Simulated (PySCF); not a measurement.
# H$_{3}$Si, SMILES `[SiH3]` (charge 0, multiplicity 2)

Computed with PBE-D3(BJ)/def2-TZVP // PBE0-D4/def2-TZVP (PySCF).

```
Item                                             Value
-----------------------------  -----------------------
highest occupied spin orbital                 -5.32 eV
dipole moment                                   0.03 D
total energy                              -291.0777 Ha
cost                           roughly 11 core-seconds
```

```xyz
4

Si     0.0004     0.0004     0.3377
H     -0.6721     1.2464    -0.1132
H      1.4154    -0.0415    -0.1142
H     -0.7437    -1.2054    -0.1103
```
Charge 0, spin multiplicity 2.
